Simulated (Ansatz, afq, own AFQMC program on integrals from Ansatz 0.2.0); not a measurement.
Integrals from Ansatz 0.2.0, then the random walk in our own AFQMC program (afq).

```yaml
crystal:
  periodic: [false, false, false]
  atoms:
    - {symbol: Pd, position_ang: [0.007887, 0.000000, 0.346868]}
    - {symbol: O, position_ang: [-0.099573, 0.000000, -2.011458]}
    - {symbol: H, position_ang: [0.373906, -0.769427, -2.347149]}
    - {symbol: H, position_ang: [0.373905, 0.769428, -2.347149]}
basis:
  gaussian: {orbitals: def2-SVP}
magnetization: {spin_polarized: false, initial_magnetization: 2}
correlation: {method: ccsd_t, electrons: outside_noble_gas, hamiltonian_folder: ham}
```

```sh
$ ansatz run in.yaml --threads 1 --pin off --events-out ev --progress --plain --max-ram 16896MiB --backend cuda --devices 0, --max-vram 18GiB
```

Options of the walk:

```
--method phaseless --trial hf --walkers 4000 --populations 20 --least-time 40 --time-step 0.005 --steps-per-block 20 --equilibration-blocks 160 --max-blocks 4000 --target-error 0.0013 --factor-cut 1e-05 --start spin_pure --seed 9409 --taylor-order 6
```

Times are imaginary, in 1/Eh. The walk had a cap of 50 s. With eight or more populations the least sampling time is a fifth of least-time, and the error comes from their spread. Core potentials past Kr, no spin–orbit coupling.

afq prints:

```
orbitals 50  electrons 10 8  factors 414 of 566
reference energy -202.96781055 Eh
CCSD correlation -0.40527899 Eh in 24 cycles, weight of the determinant in the CISD state 0.8897
energy of the start -202.967812 Eh
 block  time / (1/Eh)  mean weight  energy / Eh
     1     0.100  1.0028  -203.116537
     2     0.200  1.0039  -203.204853
     3     0.300  1.0039  -203.254177
     4     0.400  1.0035  -203.291190
     5     0.500  1.0026  -203.310375
    10     1.000  1.0010  -203.354311
    37     3.700  1.0001  -203.381129
    43     4.300  1.0001  -203.373326
    67     6.700  0.9999  -203.382413
    97     9.700  0.9994  -203.388265
   127    12.700  1.0001  -203.375803
   157    15.700  0.9997  -203.382342
   175    17.500  0.9999  -203.395908
   187    18.700  0.9999  -203.392968
   217    21.700  0.9997  -203.383844
   247    24.700  1.0000  -203.390039
   265    26.500  1.0000  -203.379898
error from the spread of 20 populations
energy -203.382897 +/- 0.001147 Eh
(rows thinned)
```

The run passed its tests (sampling time, drift between the halves within three errors, error under three times the target), which doesn't prove that it has relaxed. The second half of the sampling lies above the first by 1.9 errors of their difference, so the energy may still be moving and its error bar be too small.

Against this walk (error 31.2 meV) on the same determinant: CCSD(T) 27.5 meV higher (within the noise), the released energy of a separate walk with a CISD trial 14.8 ± 31.9 meV higher (within the noise), a separate phaseless walk with a CISD trial and standard settings 22.9 ± 31.5 meV higher (within the noise). The error is statistical and leaves out the bias of the constraint.

Cautions: constraint bias not in the error; no spin-orbit coupling; outer-core shells of the metal frozen; lower spins were not checked; higher spins were not checked; released reference can be 30 meV off for metals.

The walk took 37 s on 1 × NVIDIA H100 80GB HBM3 with 2 threads of AMD EPYC 7R13 Processor (Zen 3), with other jobs on the host (the card was shared). The log's last line is the phaseless energy.

A walk keeps the symmetry of its determinant, which the program's search chose and which needn't be the lowest solution, so a lower state of the same spin and another symmetry isn't excluded.
